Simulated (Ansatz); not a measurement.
Two isomers of C3H5NS: A = `CSC1C=N1`, B = `CC1N=C1S`.

Calculated with Ansatz (gas phase, PBE0-D4/def2-TZVP geometries, no zero-point term in ΔE). CCSD(T)/CBS is the MP2 limit (def2-TZVPP, def2-QZVPP) plus CCSD(T) − MP2 in def2-TZVPP, frozen cores. Functionals use def2-TZVPP. Each species was taken in one conformer, which may not be the lowest.

A:

Z-matrix (Å, degrees):
```
C
S 1 1.801
H 1 1.090 2 107.0
H 1 1.091 2 111.0 3 -118.5
H 1 1.090 2 110.7 3 118.9
C 2 1.767 1 99.3 3 178.4
N 6 1.533 2 120.0 1 83.5
C 6 1.439 2 121.3 1 141.7
H 6 1.088 2 115.0 1 -60.6
H 8 1.083 6 150.7 2 73.9
```

B:

```xyz
10

C     0.782    1.193    0.387
C     0.403    0.088   -0.551
N     0.525   -1.355   -0.074
C    -0.623   -0.877   -0.249
S    -2.285   -1.238   -0.126
H     0.304    2.134    0.098
H     0.481    0.956    1.409
H     1.864    1.351    0.376
H     0.666    0.244   -1.597
H    -2.117   -2.496    0.327
```

**Question.** Which isomer does CCSD(T)/CBS put lower? Give the gap. (Estimate.)

**Answer.** Ansatz gave: B, by 8.9 kcal/mol.

**Question.** Give E(B) − E(A) in kcal/mol with HF/def2-TZVPP, r2SCAN-D4, MP2/def2-TZVPP, PBE0-D4, CCSD/def2-TZVPP, PBE-D4, B2PLYP. (An estimate is asked.)

**Answer.** Ansatz gave: HF/def2-TZVPP -9.3, r2SCAN-D4 -11.4, MP2/def2-TZVPP -10.3, PBE0-D4 -10.8, CCSD/def2-TZVPP -9.8, PBE-D4 -11.2, B2PLYP -10.5. None reverses the order clearly.

Largest T1 diagnostic: 0.012.
